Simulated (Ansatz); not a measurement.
Species: AlF3 (charge 0, singlet). SMILES: [F][Al]([F])[F]
Structure (B3LYP-D3(BJ)/def2-TZVP (Ansatz, a quantum-chemistry and plane-wave program) minimum search):
```
Al
F 1 1.6342
F 1 1.6342 2 120.00
F 1 1.6342 2 120.00 3 -180.00
```

Property: vertical electron affinity (to the doublet state of charge -1; a negative value means that the extra electron is unbound and the number depends on the basis; each state is the SCF solution reached for its spin; the molecule has degenerate orbitals, so one determinant may break the symmetry), in eV. Cores are frozen in the correlated levels unless marked. UHF or UKS for open shells. Spin-orbit coupling is left out. No relativistic terms. Anions need diffuse functions: aug- sets have them; def2-D sets add few. Basis-set limits of correlation are two-point, X^-3; Hartree-Fock from the larger set. [CCSD(T)-MP2]/basis is that difference in the basis named.

```csv
level,program,vertical electron affinity (eV),minus last row
HF/aug-cc-pV(D+d)Z,Ansatz,-0.39,-0.48
HF/aug-cc-pV(Q+d)Z,Ansatz,-0.29,-0.38
SVWN5/def2-TZVPD,Ansatz,0.52,0.43
wB97X/def2-TZVPD,Ansatz,-0.12,-0.21
B2PLYP/def2-TZVPD,Ansatz,0.13,0.04
"RI-MP2/CBS(aug-cc-pV(T+d)Z,aug-cc-pV(Q+d)Z)",Ansatz,-0.01,-0.10
"RI-MP2/CBS(aug-cc-pV(T+d)Z,aug-cc-pV(Q+d)Z)+[CCSD(T)-MP2]/aug-cc-pV(T+d)Z",Ansatz,0.09,0.00
```
